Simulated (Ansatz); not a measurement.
## Molecular dynamics of CH5BO

The input (input.yaml):

```yaml
crystal:
  periodic: [false, false, false]
  atoms:
    - { symbol: B, position_ang: [0.1733, -0.3657, -0.4349] }
    - { symbol: H, position_ang: [0.1187, 0.5258, -1.6631] }
    - { symbol: O, position_ang: [0.5381, -1.4667, -0.951] }
    - { symbol: H, position_ang: [0.3657, -0.4278, -1.691] }
    - { symbol: C, position_ang: [-0.2214, 0.3065, 0.9305] }
    - { symbol: H, position_ang: [-0.0737, -0.3773, 1.7616] }
    - { symbol: H, position_ang: [0.3663, 1.2005, 1.1206] }
    - { symbol: H, position_ang: [-1.2669, 0.6048, 0.9272] }
magnetization:
  spin_polarized: true
basis:
  gaussian: { orbitals: "6-31G" }
hamiltonian:
  xc: pbe0
  dispersion: d4
md:
  timestep: 0.5
  n_steps: 150
  ensemble: nve
  temperature: 1000.0
  initial_velocities: maxwell_boltzmann
  seed: 507786
```

Command:

```bash
$ ansatz run input.yaml --threads 1 --pin off --max-ram 2048MiB --backend cpu --events-out ev --progress --plain --runs-dir out
```

It starts from a rough guess of a transition structure, not a stationary point.

Output, in part (step lines, the closing report, with atoms numbered from 0):

```
md step     0: t =     0.00 fs  T =  1000.0 K  F+E_penalty+E_count = -3834.37181786 eV  E_kin = 0.775560 eV  conserved = -3833.59625787 eV  (27 SCF iters)
[... lines left out ...]
Total energy: -3836.47679762 eV, -140.9879218553 hartree
Atom 0 at     0.226010    -1.025543     0.164398 Å, force     1.887874    -1.238541    -1.332667 eV/Å
Atom 1 at    -2.458691     6.168804    -5.854369 Å, force    -1.798211    -1.080133    -1.096773 eV/Å
Atom 2 at     0.729723    -1.809533    -0.640845 Å, force    -0.552542    -0.310333     0.594654 eV/Å
Atom 3 at    -1.934863     6.483407    -5.534840 Å, force     1.798232     1.080094     1.096825 eV/Å
Atom 4 at    -0.132742     0.272528     0.767325 Å, force    -0.809389     0.577863     0.662508 eV/Å
Atom 5 at    -0.824955     0.210750     1.615960 Å, force     0.324849     0.341440    -0.040423 eV/Å
Atom 6 at     0.730069     0.934555     0.917985 Å, force    -0.182909    -0.294665     0.331776 eV/Å
Atom 7 at    -0.664603     0.651028    -0.094882 Å, force    -0.667904     0.924276    -0.215899 eV/Å
Dipole moment:    -0.304667     0.552272     0.413178 e Å
```

The steps, from the saved trajectory:

```json
{"time (fs)": "0", "T (K)": "1000", "potential energy less start (eV)": "0.000", "conserved less start (meV/atom)": "0.00"}
{"time (fs)": "2.5", "T (K)": "785", "potential energy less start (eV)": "0.171", "conserved less start (meV/atom)": "0.48"}
{"time (fs)": "5", "T (K)": "646", "potential energy less start (eV)": "0.277", "conserved less start (meV/atom)": "0.30"}
{"time (fs)": "7.5", "T (K)": "334", "potential energy less start (eV)": "0.521", "conserved less start (meV/atom)": "0.61"}
{"time (fs)": "10", "T (K)": "994", "potential energy less start (eV)": "0.006", "conserved less start (meV/atom)": "0.16"}
{"time (fs)": "12.5", "T (K)": "1547", "potential energy less start (eV)": "-0.422", "conserved less start (meV/atom)": "0.36"}
{"time (fs)": "15", "T (K)": "2222", "potential energy less start (eV)": "-0.949", "conserved less start (meV/atom)": "-0.23"}
{"time (fs)": "17.5", "T (K)": "2327", "potential energy less start (eV)": "-1.026", "conserved less start (meV/atom)": "0.44"}
{"time (fs)": "20", "T (K)": "2880", "potential energy less start (eV)": "-1.459", "conserved less start (meV/atom)": "-0.06"}
{"time (fs)": "22.5", "T (K)": "3224", "potential energy less start (eV)": "-1.726", "conserved less start (meV/atom)": "-0.17"}
{"time (fs)": "25", "T (K)": "2985", "potential energy less start (eV)": "-1.535", "conserved less start (meV/atom)": "0.53"}
{"time (fs)": "27.5", "T (K)": "3256", "potential energy less start (eV)": "-1.750", "conserved less start (meV/atom)": "-0.06"}
{"time (fs)": "30", "T (K)": "3531", "potential energy less start (eV)": "-1.962", "conserved less start (meV/atom)": "0.13"}
{"time (fs)": "32.5", "T (K)": "3838", "potential energy less start (eV)": "-2.200", "conserved less start (meV/atom)": "0.06"}
{"time (fs)": "35", "T (K)": "3662", "potential energy less start (eV)": "-2.064", "conserved less start (meV/atom)": "0.04"}
{"time (fs)": "37.5", "T (K)": "3806", "potential energy less start (eV)": "-2.177", "conserved less start (meV/atom)": "-0.03"}
{"time (fs)": "40", "T (K)": "3741", "potential energy less start (eV)": "-2.123", "conserved less start (meV/atom)": "0.41"}
{"time (fs)": "42.5", "T (K)": "3652", "potential energy less start (eV)": "-2.059", "conserved less start (meV/atom)": "-0.29"}
{"time (fs)": "45", "T (K)": "3261", "potential energy less start (eV)": "-1.751", "conserved less start (meV/atom)": "0.29"}
{"time (fs)": "47.5", "T (K)": "3337", "potential energy less start (eV)": "-1.809", "conserved less start (meV/atom)": "0.42"}
{"time (fs)": "50", "T (K)": "3356", "potential energy less start (eV)": "-1.829", "conserved less start (meV/atom)": "-0.20"}
{"time (fs)": "52.5", "T (K)": "3119", "potential energy less start (eV)": "-1.643", "conserved less start (meV/atom)": "0.05"}
{"time (fs)": "55", "T (K)": "2777", "potential energy less start (eV)": "-1.373", "conserved less start (meV/atom)": "0.70"}
{"time (fs)": "57.5", "T (K)": "3062", "potential energy less start (eV)": "-1.602", "conserved less start (meV/atom)": "-0.34"}
{"time (fs)": "60", "T (K)": "2846", "potential energy less start (eV)": "-1.431", "conserved less start (meV/atom)": "0.11"}
{"time (fs)": "62.5", "T (K)": "2685", "potential energy less start (eV)": "-1.301", "conserved less start (meV/atom)": "0.72"}
{"time (fs)": "65", "T (K)": "3157", "potential energy less start (eV)": "-1.676", "conserved less start (meV/atom)": "-0.40"}
{"time (fs)": "67.5", "T (K)": "3000", "potential energy less start (eV)": "-1.550", "conserved less start (meV/atom)": "0.20"}
{"time (fs)": "70", "T (K)": "3048", "potential energy less start (eV)": "-1.584", "conserved less start (meV/atom)": "0.48"}
{"time (fs)": "72.5", "T (K)": "3302", "potential energy less start (eV)": "-1.784", "conserved less start (meV/atom)": "0.13"}
{"time (fs)": "75", "T (K)": "3711", "potential energy less start (eV)": "-2.105", "conserved less start (meV/atom)": "-0.31"}
```

The run went to its last step. The conserved energy stayed within 0.98 meV per atom of its start (net change -0.31 meV per atom), so the integration is sound. The kinetic energy rose, since the run started high on the potential surface and went downhill. It ends in pieces (CH3BO + H2), so much of that is their flight and rotation, not heat. A run of 0.075 ps of so small a system gives no equilibrium averages. The orbitals were unrestricted but ended closed-shell. Limits of this set-up: no polarisation functions.

The planned step would form H2–H4 and break B1–H2, O3–H4. These pairs go: H2–H4 0.99 → 0.69 Å, B1–H2 1.52 → 9.76 Å, O3–H4 1.29 → 9.99 Å. In the last frame they stand as after the step (other bonds may differ from the relaxed reactants and products). Also parted: B1–H4 1.27 → 9.67 Å. It ends as CH3BO + H2. Pairs count as bonded within 1.25 times the sum of covalent radii (0.12 Å more for H–H).

Last frame:

```xyz
8
Properties=species:S:1:pos:R:3
B 0.226 -1.026 0.164
H -2.459 6.169 -5.854
O 0.730 -1.810 -0.641
H -1.935 6.483 -5.535
C -0.133 0.273 0.767
H -0.825 0.211 1.616
H 0.730 0.935 0.918
H -0.665 0.651 -0.095
```

Run time: 3.7 min on 1 thread of AMD EPYC 7R13 Processor (Zen 3), on a shared host, peak memory 0.12 GiB.
